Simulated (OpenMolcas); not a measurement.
# CH3BN− (SMILES [BH3-]C#N) at 5 levels

Wanted: a comparison of 5 runs (HF/3-21G, HF/def2-SVPD, B3LYP/6-31G*, r2SCAN/6-31G*, MP2/6-311G**) of CH3BN−. 

Program for the calculation: OpenMolcas 26.06.

3 further runs of the same task are left out: 1 that didn't finish, 2 set aside as unsound or not needed.

**1. Starting point**

CH3BN− has 6 atoms, charge -1, and is taken as a singlet. As SMILES, `[BH3-]C#N`. The shape is that of a GFN2-xTB optimisation.

Bond lengths: B1–C2 1.555 Å, C2–N3 1.159 Å, B1–H4 1.224 Å, B1–H5 1.224 Å, B1–H6 1.225 Å. Angles: B1–C2–N3 180.0°, C2–B1–H4 108.7°, C2–B1–H5 108.7°, C2–B1–H6 108.6°, H4–B1–H5 110.3°, H4–B1–H6 110.3°, H5–B1–H6 110.3°.

**2. Energy and forces at HF/3-21G (run 1)**

mol.input

```
&GATEWAY
 BasLib = $CurrDir
 Coord
 6
 angstrom
 B       -0.274220       0.361640      -0.245060
 C        0.552190      -0.729680       0.493070
 N        1.168130      -1.542260       1.043470
 H       -1.344600      -0.122440      -0.588070
 H        0.356920       0.734400      -1.225380
 H       -0.458410       1.298330       0.521960
 Basis = 3-21G
 Group = NoSym

&SEWARD

&SCF
 Charge = -1
 Thresholds = 1e-10 1e-07 1e-07 1e-05
 PrOrbitals = 1 1

&ALASKA
```

The basis set 3-21G is read from a file made from the Basis Set Exchange's data (not shown).

Command:

```console
$ export MOLCAS_MEM=1860
$ pymolcas mol.input > mol.log
```

Log:

```text
--- Start Module: gateway ---
[...]
--- Stop Module: gateway /rc=_RC_ALL_IS_WELL_ ---
[...]
      Basis functions           33
[...]
--- Start Module: scf ---
[...]
       Convergence after  15 Iterations
[...]
::    Total SCF energy                               -118.0972836683
[...]
      Total spin, S                                     0.0000000000
[...]
      Total electronic charge=   22.000000
      Total            charge=   -1.000000
[...]
      Dipole Moment (debye):
      Origin of the operator (angstrom)=    0.4623   -0.6106    0.4129
                   X=  9.8050E-01               Y= -1.2978E+00               Z=  8.7482E-01           Total=  1.8469E+00
      Center of Charge (angstrom)
[...]
--- Stop Module: scf /rc=_RC_ALL_IS_WELL_ ---
--- Start Module: alaska ---
[...]
 *              Molecular gradients               *
 **************************************************
  Irreducible representation: a
 ------------------------------------------------------------------------------------------
                              X                       Y                       Z
 ------------------------------------------------------------------------------------------
  B1                1.02528164273641E-02   -1.38490334483810E-02    9.05219423072556E-03
  C2               -2.72453141687432E-02    3.59410303539338E-02   -2.43612492891110E-02
  N3                1.37197542215066E-02   -1.80691179343224E-02    1.22718525005201E-02
  H4                1.33275573455838E-03   -1.19317374176053E-03    1.02253991066514E-03
  H5                8.91324763861556E-04   -1.41869840549669E-03    1.15144166080849E-03
  H6                1.04866302144757E-03   -1.41100682395368E-03    8.63220986396462E-04
 ------------------------------------------------------------------------------------------
[...]
```

It took 1.8 s on 1 thread of Arm Neoverse V2, shared host; peak memory 0.37 GiB.

**3. Energy and forces at HF/def2-SVPD (run 2)**

job.inp

```
&GATEWAY
BASLIB=$CurrDir
COORD
6
angstrom
B       -0.274220       0.361640      -0.245060
C        0.552190      -0.729680       0.493070
N        1.168130      -1.542260       1.043470
H       -1.344600      -0.122440      -0.588070
H        0.356920       0.734400      -1.225380
H       -0.458410       1.298330       0.521960
BASIS=def2-SVPD
GROUP=NoSym
&SEWARD
&SCF
CHARGE=-1
THRESHOLDS=1e-10 1e-07 1e-07 1e-05
PRORBITALS=0
&ALASKA
```

The basis set def2-SVPD is read from a file made from the Basis Set Exchange's data (not shown).

Command:

```console
$ export MOLCAS_MEM=1860
$ pymolcas job.inp > job.log
```

Log:

```text
--- Start Module: gateway ---
[...]
--- Stop Module: gateway /rc=_RC_ALL_IS_WELL_ ---
[...]
      Basis functions           84
[...]
--- Start Module: scf ---
[...]
       Convergence after  15 Iterations
[...]
::    Total SCF energy                               -118.6863023555
[...]
      Total spin, S                                     0.0000000000
[...]
      Total electronic charge=   22.000000
      Total            charge=   -1.000000
[...]
      Dipole Moment (debye):
      Origin of the operator (angstrom)=    0.4623   -0.6106    0.4129
                   X=  7.4371E-01               Y= -9.8529E-01               Z=  6.6323E-01           Total=  1.4014E+00
      Center of Charge (angstrom)
[...]
--- Stop Module: scf /rc=_RC_ALL_IS_WELL_ ---
[...]
--- Start Module: alaska ---
[...]
 *              Molecular gradients               *
 **************************************************
  Irreducible representation: a
 ------------------------------------------------------------------------------------------
                              X                       Y                       Z
 ------------------------------------------------------------------------------------------
  B1                1.26300921690503E-02   -1.69904559086329E-02    1.11732855951185E-02
  C2               -3.68445404854656E-02    4.86074330772874E-02   -3.29370171138614E-02
  N3                2.08612322780279E-02   -2.74922068148413E-02    1.86529032319962E-02
  H4                4.05531793795788E-03    1.14135701171447E-03    1.53920807117058E-03
  H5               -1.70157678855953E-03   -1.75912379023291E-03    3.65549643511454E-03
  H6                9.99474889002760E-04   -3.50700357532663E-03   -2.08387621953587E-03
 ------------------------------------------------------------------------------------------
[...]
```

Wall time 6.6 s (1 thread of Arm Neoverse V2, shared host); peak memory 0.46 GiB.

Runs 3 to 4 aren't shown in full; the table further down has their settings and results.

**4. The energy at MP2/6-311G(d,p) (run 5)**

mol.inp

```
* CH3BN MP2
&gateway
baslib
$CurrDir
coord
6
angstrom
B       -0.274220       0.361640      -0.245060
C        0.552190      -0.729680       0.493070
N        1.168130      -1.542260       1.043470
H       -1.344600      -0.122440      -0.588070
H        0.356920       0.734400      -1.225380
H       -0.458410       1.298330       0.521960
basis
6-311Gss
group
NoSym
&seward
&scf
charge
-1
thresholds
1e-10 1e-07 1e-07 1e-05
prorbitals
1
&mbpt2
frozen
3
```

The basis set 6-311G** is read from a file made from the Basis Set Exchange's data (not shown).

Command:

```console
$ export MOLCAS_MEM=1860
$ pymolcas mol.inp > mol.log
```

Log:

```text
--- Start Module: gateway ---
[...]
--- Stop Module: gateway /rc=_RC_ALL_IS_WELL_ ---
[...]
      Basis functions           72
[...]
--- Start Module: scf ---
[...]
       Convergence after  17 Iterations
[...]
::    Total SCF energy                               -118.8003286938
[...]
      Total spin, S                                     0.0000000000
[...]
      Total electronic charge=   22.000000
      Total            charge=   -1.000000
[...]
      Dipole Moment (debye):
      Origin of the operator (angstrom)=    0.4623   -0.6106    0.4129
                   X=  8.4153E-01               Y= -1.1147E+00               Z=  7.5054E-01           Total=  1.5856E+00
      Center of Charge (angstrom)
[...]
--- Stop Module: scf /rc=_RC_ALL_IS_WELL_ ---
[...]
--- Start Module: mbpt2 ---
[...]
WARNING!
Default frozen orbitals as non valence orbitals is overwritten by user input.
Default values:   3
[...]
       Reference weight ( Cref**2 )         =        0.86523
::    Total MBPT2 energy                             -119.2173672333
[...]
      Total MBPT2 calculations                           0.11      0.13
--- Stop Module: mbpt2 /rc=_RC_ALL_IS_WELL_ ---
[...]
```

Run time: 3.9 s. Hardware: 1 thread of Arm Neoverse V2, shared host; peak memory 0.42 GiB.

**5. Overview of the runs**

```csv
run,level,integration grid,task,energy (Eh),HOMO energy (eV),LUMO energy (eV),HOMO–LUMO gap (eV),wall time
1,HF/3-21G,–,gradient,-118.097284,-5.34,11.77,17.10,1.8 s
2,HF/def2-SVPD,–,gradient,-118.686302,-5.91,5.82,11.73,6.6 s
3,B3LYP/6-31G* (spherical functions),UltraFine,gradient,-119.551468,-1.93,7.28,9.21,14 s
4,r2SCAN/6-31G* (spherical functions),UltraFine,gradient,-119.467659,-1.21,6.58,7.79,20 s
5,MP2/6-311G**,–,energy,-119.217367,-5.75,10.01,15.76,3.9 s
```

**6. Results**

| quantity | value |
| --- | --- |
| run 5: total energy | -119.21737 Eh |
| run 5: HOMO energy (Hartree–Fock orbitals) | -5.75 eV |
| run 5: LUMO energy (Hartree–Fock orbitals) | 10.01 eV |
| run 5: HOMO–LUMO gap (to an unbound level, set by the basis) | 15.76 eV |
| run 5: correlation energy (3 core orbitals frozen) | -417.0 mEh |

What this shows: Over runs 1, 2, 3, 4 the HOMO–LUMO gap runs from 7.79 eV (r2SCAN/6-31G*) to 17.10 eV (HF/3-21G). The two ends differ in method and basis. The empty levels of an anion lie above zero and hang on the basis. Totals of different functionals can't be ranked against each other. All runs together took 46 s, the longest 20 s.
